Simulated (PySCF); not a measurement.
Vibration and rotation of NaS⁻

RHF-CCSD(T) constants of NaS⁻, ¹Σ⁺ (singlet), closed shell (basis Na def2-SVPD, S def2-SVPD; no relativity; PySCF 2.14; masses 22.9898 and 31.9721 u):

```
ωe              : 307.8 cm⁻¹
ωexe            : 2.3 cm⁻¹
Be              : 0.20164 cm⁻¹
αe              : 0.00185 cm⁻¹
D (centrifugal) : 3.46e-07 cm⁻¹
```

**Question.** Estimate the standard entropy (1 bar) and heat capacity of the ideal gas at 298.15 K, rigid rotor with B0 and harmonic oscillator at the fundamental.

**Answer.** Translation (Sackur–Tetrode, M = 54.96 u): 158.8 J/(mol K). Rotation: q = kT/(σB0) = 1030 with σ = 1, 66.0. Vibration: x = hcν0/kT = 1.46, 5.85. S° = 230.7 J/(mol K); Cp = 7R/2 + 6.98 = 36.1 J/(mol K).

Correlated steps freeze 6 core orbitals. The CCSD T1 diagnostic is raised, a sign that a single reference may not be enough here.
